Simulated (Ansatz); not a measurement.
Task: a relaxed scan of one distance of H2LiN, SMILES [Li][NH2], with Ansatz's Python interface. Give the script and its output. Level of theory (for the species named): PBE0, def2-SVP basis, multiplicity 1.

```xyz
4

Li   -1.5917   -0.1256   -0.0832
N     0.2989   -0.1919   -0.2474
H     0.6186    0.7924   -0.3554
H     0.7298   -0.5352    0.6657
```

`relaxed_scan.py`:
```python
"""One bond of H2LiN held at set lengths while the rest relaxes."""

import ansatz
import numpy as np


def main() -> None:
    molecule = (
        ansatz.Crystal.molecule()
        .atom("Li", (-1.5917, -0.1256, -0.0832))
        .atom("N", (0.2989, -0.1919, -0.2474))
        .atom("H", (0.6186, 0.7924, -0.3554))
        .atom("H", (0.7298, -0.5352, 0.6657))
    )

    model = molecule.calculation()
    model = model.basis(gaussian="def2-SVP").functional("pbe0")
    symbols = [site.symbol for site in molecule.cartesian_sites]
    pairs = [(0, 1), (1, 2), (1, 3)]
    print("held (A)   E (eV)        ", "  ".join(f"{symbols[i]}{i}-{symbols[j]}{j}" for i, j in pairs))
    for length in [1.75, 1.9, 2.05, 2.28, 2.56]:
        data = model.relax(constraints=[ansatz.DistanceConstraint((0, 1), at=length)], force_tolerance=0.02, max_steps=60).run(threads=1).report
        xyz = np.array(data["positions_ang"])
        print(f"{length:6.2f} {data['free_energy_ev']:14.5f}  ", "  ".join(f"{np.linalg.norm(xyz[i] - xyz[j]):.3f}" for i, j in pairs))


if __name__ == "__main__":
    main()
```

```console
$ python relaxed_scan.py
held (A)   E (eV)         Li0-N1  N1-H2  N1-H3
DeckWarning: relax.constraints: the input's atoms, or those drawn, lie off the distances that are held; a relaxation that starts there is brought onto them ahead of its first SCF, by positions alone, an atom by 7.44e-2 Å at the most. With the symmetry [...]
  1.75    -1723.35518   1.750  1.021  1.021
  1.90    -1723.17847   1.900  1.019  1.019
  2.05    -1722.87558   2.050  1.022  1.022
  2.28    -1722.40654   2.280  1.028  1.028
  2.56    -1721.85635   2.560  1.032  1.032
```
(Warnings from the package without file and line, shortened, repeats left out.)

Notes:
- Total energies depend on the basis set; only differences at equal settings carry meaning.
- The energies are electronic: no zero-point or thermal terms, and the basis set is short of its limit.
- Hardware and time: 20 s on 1 thread of Arm Neoverse V1 (shared host), peak memory 0.17 GiB.
